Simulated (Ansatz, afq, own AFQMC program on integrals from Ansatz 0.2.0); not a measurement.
Atomization energy of NH, singlet

```xyz
2

N     0.0000    0.0000    0.0000
H     0.0000    0.0000    1.0385
```

Atoms in their ground-state spins without spin–orbit coupling (mostly on UHF) minus the molecule (RHF), without zero-point energy. The geometry is a stationary point, not shown to be a minimum.

Basis cc-pVDZ. Noble-gas cores (and the filled d shells of Ga–Kr and In–Xe) are frozen. AFQMC by an in-house program on the Cholesky factors that Ansatz 0.2.0 writes for its CCSD(T) run. The CISD trial takes its coefficients from CCSD amplitudes. Released means that phaseless walkers are propagated on without the constraint, phases kept. Uncertainties: one standard error, sampling alone. The errors of all members are added in quadrature.

Full CI is exact in this basis; where marked, its frozen core comes from its own orbitals, which moves totals by up to a few meV.

Errors are counted within cc-pVDZ, not against nature.

Cautions: NH (singlet): higher spins were not checked, restricted determinant unstable towards unrestricted (UHF 2.06 eV lower, ⟨S²⟩ 1.01), strong correlation (T1 0.006, weight of the determinant 0.84, largest double 0.36), the CCSDT(Q) amplitudes may be one of several solutions (largest double 0.96), the CCSDTQ amplitudes may be one of several solutions (largest double 0.98), the released energy hasn't reached full CI (112 meV above it at 1.50 1/Eh), so no released level is given (meV from the phaseless value at times in 1/Eh: -21 ± 14 at 0.24, -30 ± 13 at 0.50, -20 ± 18 at 1.00, -27 ± 16 at 1.50), the determinant fills πx and πy unequally, so it mixes two states of the linear molecule, and each level undoes that mixture to a different degree, while full CI gives the lower state, and by Hund's rule a triplet of that filling probably lies lower still, CCSDTQ on the UHF determinant differs (1.83 eV lower), perhaps since the unrestricted series falls towards higher spin, full CI with its own frozen core, its ph-AFQMC/CISD value lies 138 ± 9 meV above full CI.

```csv
level,atomization energy (eV)
CCSD,0.878
MP2,0.447
```

(1) From these cheaper values, estimate the atomization energy at the reference level in cc-pVDZ.

(1) 1.268 eV (full CI in cc-pVDZ).

```tsv
level	atomization energy (eV)	error against FCI (eV)
HF	-0.891	-2.159
CCSD(T)	1.047	-0.221
CCSDT	1.258	-0.010
CCSDT(Q)	1.273	0.005
CCSDTQ	1.268	-0.001
ph-AFQMC/HF	1.336 ± 0.059	0.068 ± 0.059
ph-AFQMC/CISD	1.130 ± 0.009	-0.138 ± 0.009
```

Correlation beyond CCSD(T) adds 0.221 eV. The perturbative (T) step is worth +0.169 eV. Where a determinant mixes two states, these steps and errors hold in part the undoing of that mixture, and only full CI is sure.

CCSDT and higher add their correlation energy to the determinant of the CCSD(T) run, since their own runs factorise the integrals more tightly (a shift of under 2 meV).
